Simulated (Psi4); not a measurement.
# H3NO (hydroxylamine): a first try and a second

Wanted: the excited states of H3NO (hydroxylamine), TDA-PBE50/6-31G** (density fitting, Cartesian functions, save jk yes).

Program for the calculation: Psi4 1.11.

**1. The molecule**

H3NO has 5 atoms, charge 0, and is taken as a singlet. SMILES: `NO`. Geometry: relaxed at GFN2-xTB. This is one conformer, not always the lowest.

Bond lengths: N1–O2 1.432 Å, N1–H3 1.020 Å, N1–H4 1.020 Å, O2–H5 0.966 Å. Angles: N1–O2–H5 105.0°, O2–N1–H3 105.6°, O2–N1–H4 105.6°, H3–N1–H4 107.4°.

**2. First attempt**

calc.inp reads:

```
memory 1600 MB

molecule m {
  0 1
  N     -0.178910    -0.366440    -0.312920
  O      0.371730     0.674250     0.501760
  H     -0.161770    -1.206140     0.265260
  H     -1.156690    -0.114310    -0.454620
  H      1.125640     1.012630     0.000530
  symmetry c1
}

set {
  basis 6-31G**
  reference rks
  save_jk true
  ints_tolerance 0.001
  scf_type direct
  maxiter 50
}

from psi4.driver.procrouting.response.scf_response import tdscf_excitations
e_tot, wfn = energy('pbe50', return_wfn=True)
states = tdscf_excitations(wfn, states=6, tda=True)
print_variables()
```

Started as:

```
$ psi4 -i calc.inp -o calc.out -n 1
```

calc.out:

```text
[...]
  Running in c1 symmetry.
[...]
  Nuclear repulsion =   39.301944041809605
[...]
  Multiplicity = 1
[...]
  Nalpha       = 9
  Nbeta        = 9
[...]
    Number of basis functions: 45
[...]
   @DF-RKS iter   1:  -131.49849183307327   -4.56648e-01   9.38343e-03 DIIS/ADIIS
[...]
   @RKS iter  13:  -131.57211965989774   -4.68850e-09   8.05893e-07 DIIS
[...]
    Orbital Energies [Eh]
    ---------------------
    Doubly Occupied:
       1A    -19.694836     2A    -14.824506     3A     -1.189589
       4A     -0.916340     5A     -0.579040     6A     -0.571568
       7A     -0.509599     8A     -0.365947     9A     -0.321442
[...]
  @RKS Final Energy:  -131.57211965989774
   => Energetics <=
    Nuclear Repulsion Energy =             39.3019440418096053
    One-Electron Energy =                -257.7345563711313616
    Two-Electron Energy =                  95.3828606583165595
    DFT Exchange-Correlation Energy =      -8.5223679888925297
    Empirical Dispersion Energy =           0.0000000000000000
    VV10 Nonlocal Energy =                  0.0000000000000000
    Total Energy =                       -131.5721196598977372
[...]
 Multipole Moments:
 ------------------------------------------------------------------------------------
     Multipole            Electronic (a.u.)      Nuclear  (a.u.)        Total (a.u.)
 ------------------------------------------------------------------------------------
 L = 1.  Multiply by 2.5417464519 to convert [e a0] to [Debye]
 Dipole X            :          0.3420992           -0.4551173           -0.1130182
 Dipole Y            :          0.5448704           -0.7396386           -0.1947682
 Dipole Z            :          0.3482205           -0.4680293           -0.1198088
 Magnitude           :                                                    0.2550724
[...]
**********                               WARNING                                **********
**********       The names of excited state variables changed between 1.5       **********
[...]
**********                               WARNING                                **********
**********  Length-gauge rotatory strengths are **NOT** gauge-origin invariant  **********
[...]
                                    Excitation Energy         Total Energy        Oscillator Strength             Rotatory Strength
[...]
Excited State    1 (1 A):   0.30895 au   147.48 nm f = 0.0204
[...]
Excited State    3 (1 A):   0.33023 au   137.97 nm f = 0.0056
[...]
Excited State    4 (1 A):   0.36047 au   126.40 nm f = 0.0051
[...]
Excited State    5 (1 A):   0.38023 au   119.83 nm f = 0.0358
[...]
Excited State    6 (1 A):   0.38484 au   118.39 nm f = 0.0934
[...]
**********                               WARNING                                **********
**********       The names of excited state variables changed between 1.5       **********
[...]
```

Wall time 11 s (1 thread of AMD EPYC 7B13 (Zen 3), shared host); peak memory 0.34 GiB.

**3. Diagnosis**

The program ended normally, but the settings are unsound, so its numbers aren't properties of the molecule.

What is wrong: the screening of the two-electron integrals is far too loose. Among its listed settings the sound run differs in this, and the input shows the rest: integrals df in place of direct; integral approximation program's default in place of none.

**4. The mended input**

job.in reads:

```
memory 1600 MB

molecule geom {
  0 1
  N     -0.178910    -0.366440    -0.312920
  O      0.371730     0.674250     0.501760
  H     -0.161770    -1.206140     0.265260
  H     -1.156690    -0.114310    -0.454620
  H      1.125640     1.012630     0.000530
  symmetry c1
}

set {
  basis 6-31G**
  reference rks
  save_jk true
}

from psi4.driver.procrouting.response.scf_response import tdscf_excitations
e, wfn = energy('pbe50', return_wfn=True)
states = tdscf_excitations(wfn, states=6, tda=True)
```

Started as:

```
$ psi4 -n 1 job.in job.out
```

job.out:

```text
[...]
  Running in c1 symmetry.
[...]
  Nuclear repulsion =   39.301944041809605
[...]
  Multiplicity = 1
[...]
  Nalpha       = 9
  Nbeta        = 9
[...]
    Number of basis functions: 45
[...]
   @DF-RKS iter   1:  -131.49815203864569   -4.56306e-01   9.38658e-03 ADIIS/DIIS
[...]
   @DF-RKS iter   7:  -131.57477840486845   -4.17640e-08   9.03492e-07 DIIS
[...]
    Orbital Energies [Eh]
    ---------------------
    Doubly Occupied:
       1A    -19.695535     2A    -14.825075     3A     -1.191396
       4A     -0.916130     5A     -0.579241     6A     -0.572112
       7A     -0.510095     8A     -0.366581     9A     -0.321385
[...]
  @DF-RKS Final Energy:  -131.57477840486845
   => Energetics <=
    Nuclear Repulsion Energy =             39.3019440418096053
    One-Electron Energy =                -257.7305367312015392
    Two-Electron Energy =                  95.3761312915366659
    DFT Exchange-Correlation Energy =      -8.5223170070131733
    Empirical Dispersion Energy =           0.0000000000000000
    VV10 Nonlocal Energy =                  0.0000000000000000
    Total Energy =                       -131.5747784048684537
[...]
 Multipole Moments:
 ------------------------------------------------------------------------------------
     Multipole            Electronic (a.u.)      Nuclear  (a.u.)        Total (a.u.)
 ------------------------------------------------------------------------------------
 L = 1.  Multiply by 2.5417464519 to convert [e a0] to [Debye]
 Dipole X            :          0.3435880           -0.4551173           -0.1115293
 Dipole Y            :          0.5485660           -0.7396386           -0.1910725
 Dipole Z            :          0.3516997           -0.4680293           -0.1163296
 Magnitude           :                                                    0.2499601
[...]
**********                               WARNING                                **********
**********       The names of excited state variables changed between 1.5       **********
[...]
**********                               WARNING                                **********
**********  Length-gauge rotatory strengths are **NOT** gauge-origin invariant  **********
[...]
                                    Excitation Energy         Total Energy        Oscillator Strength             Rotatory Strength
[...]
Excited State    1 (1 A):   0.31107 au   146.47 nm f = 0.0197
[...]
Excited State    3 (1 A):   0.33113 au   137.60 nm f = 0.0047
[...]
Excited State    4 (1 A):   0.36269 au   125.63 nm f = 0.0054
[...]
Excited State    5 (1 A):   0.38041 au   119.77 nm f = 0.0349
[...]
Excited State    6 (1 A):   0.38612 au   118.00 nm f = 0.0950
[...]
**********                               WARNING                                **********
**********       The names of excited state variables changed between 1.5       **********
[...]
```

Wall time 9.3 s (1 thread of AMD EPYC 7B13 (Zen 3), shared host); peak memory 0.34 GiB.

The roots found:

| excited state | energy (eV) | strength | label |
| --- | --- | --- | --- |
| 1 | 8.465 | 0.0197 | A 1 |
| 2 | 8.643 | 0.0124 | A 1 |
| 3 | 9.011 | 0.0047 | A 1 |
| 4 | 9.869 | 0.0054 | A 1 |
| 5 | 10.351 | 0.0349 | A 1 |
| 6 | 10.507 | 0.0950 | A 1 |

**5. Results**

At TDA-PBE50/6-31G** (density fitting, Cartesian functions, save jk yes):

| quantity | value |
| --- | --- |
| ground-state or mean-field energy | -131.57478 Eh |
| dipole moment (PBE50 Kohn–Sham density) | 0.64 D |
| HOMO energy (PBE50 Kohn–Sham orbitals) | -8.75 eV |
| LUMO energy (PBE50 Kohn–Sham orbitals) | 3.82 eV |
| HOMO–LUMO gap (PBE50 Kohn–Sham orbitals) | 12.56 eV |
| lowest excitation energy | 8.46 eV |

What this shows: The first attempt's energy was +0.072 eV off this one. The brightest of the 6 transitions from the ground state lies at 10.51 eV (118 nm, f = 0.095); the lowest, at 8.46 eV, has f = 0.020. The basis has no diffuse functions, so Rydberg states are missing or pushed up, and the true lowest state may lie lower. Roots above 8.7 eV lie over the negative of the HOMO energy, where those of Rydberg kind are poorly described; valence roots are less touched.
